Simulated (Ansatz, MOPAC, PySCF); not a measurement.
Molecule: sulfur dioxide, SO$_{2}$, charge 0, multiplicity 1. SMILES: O=S=O
Coordinates optimised at B3LYP-D3(BJ)/def2-TZVP (Ansatz, a quantum-chemistry and plane-wave program):
```
S
O 1 1.4386
O 1 1.4386 2 118.87
```
Charge 0, spin multiplicity 1.

Property: vertical electron affinity to the doublet, in eV. Terms: dispersion terms only where a functional's name holds one; non-relativistic; each state is the SCF solution reached for its charge and spin; six Cartesian d functions in 6-31G* and its kin unless marked 5d; valence correlation only; spin-orbit terms left out; 6-311+G** with 5d, 6d on Na to Ar in Ansatz; UHF or UKS for open shells. Ab initio and DFT rows: single points at B3LYP-D3(BJ) geometries (Ansatz). Semi-empirical rows: differences of heats of formation at the shared geometry for vertical values. Anions need diffuse functions, which STO-3G, LANL2DZ, def2-SVP, cc-pVDZ and Pople sets without + lack. The Hartree-Fock reference of O=S=O is unstable towards a lower, spin-broken solution.

| level | program | vertical electron affinity to the doublet (eV) |
|---|---|---|
| PM3 | MOPAC | 1.60 |
| HF/6-31G* | Ansatz | 0.40 |
| PBE/6-31G* | Ansatz | -0.07 |
| B3LYP/3-21G | Ansatz | -0.11 |
| B3LYP/6-31G* | Ansatz | 0.26 |
| B3LYP/6-311+G** | Ansatz | 1.12 |
| M06-2X/6-31G* (5d) | PySCF | 0.38 |
| MP2/6-31G* | Ansatz | -0.50 |
| MP2/6-311+G** | Ansatz | 0.32 |
| wB97M-V/def2-TZVPD | Ansatz | 0.88 |

No value to compare with is used here. The 9 habitual levels span -0.50 (MP2/6-31G*) to 1.60 eV (PM3); wB97M-V/def2-TZVPD gives 0.88.

The levels are drawn from those run, B3LYP/6-31G* more often than the rest, none by its result; runs whose electronic state is in doubt are left out.
